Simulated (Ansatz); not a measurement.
1,4-dioxane, C₄H₈O₂ at its PBE0-D4/def2-TZVP geometry, where that method's forces vanish. Charge 0, multiplicity 1.

```xyz
14

C     0.5272    1.2087    0.4187
C     0.4706   -0.0181    1.3010
O     0.5215   -1.1952    0.5248
C    -0.5274   -1.2087   -0.4187
C    -0.4705    0.0180   -1.3011
O    -0.5216    1.1951   -0.5249
H     1.4976    1.2440   -0.0996
H     0.4136    2.1193    1.0112
H    -0.4556   -0.0006    1.8954
H     1.3236   -0.0464    1.9826
H    -0.4142   -2.1194   -1.0109
H    -1.4978   -1.2434    0.0998
H    -1.3231    0.0464   -1.9831
H     0.4561    0.0004   -1.8951
```

**Question.** What forces (eV/Å) does ωB97M-V/def2-TZVPP give on these atoms in Ansatz? (An estimate is asked.)

**Answer.** The calculation gave: 
```
C1   0.237  0.173  0.091
C2  -0.015  0.092  0.292
O3   0.175 -0.158  0.008
C4  -0.237 -0.173 -0.090
C5   0.015 -0.091 -0.293
O6  -0.175  0.158 -0.008
H7  -0.078 -0.011  0.034
H8   0.016 -0.082 -0.046
H9   0.066 -0.003 -0.054
H10 -0.076  0.011 -0.057
H11 -0.016  0.082  0.045
H12  0.078  0.010 -0.034
H13  0.075 -0.011  0.057
H14 -0.066  0.003  0.054
```
